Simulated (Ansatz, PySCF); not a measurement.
This Ansatz (a program for electronic structure) input computes a BLYP/def2-TZVPD energy:

Ansatz 0.2 input:
```yaml
crystal:
  periodic: [false, false, false]
  atoms:
    - {symbol: Si, position_ang: [-0.00000000, -0.00000000, -0.55023231]}
    - {symbol: O, position_ang: [0.00000000, 0.00000000, 0.96290654]}
basis:
  gaussian:
    orbitals: def2-TZVPD
hamiltonian:
  xc: {name: BLYP}
output: {forces: true}
```

Write an input for the same energy in PySCF and say what it gives.


```python
from pyscf import gto, scf, dft

mol = gto.M(
    atom='''
    Si   -0.00000000   -0.00000000   -0.55023231
    O     0.00000000    0.00000000    0.96290654
    ''',
    basis='def2-tzvpd',
    charge=0,
    spin=0,
    verbose=4,
)

mf = dft.RKS(mol, xc='blyp').density_fit(auxbasis='def2-universal-jkfit')
mf.grids.level = 3
mf.conv_tol = 1e-9
mf.max_cycle = 100
mf.max_memory = 1500
mf.kernel()
if not mf.converged:
    mf = mf.newton()
    mf.kernel(mf.make_rdm1())
mf.analyze()
```
It gives -364.77432 Eh, and Ansatz -364.77429 Eh, a difference of 0.03 mEh, from the treatment of integrals and grids.
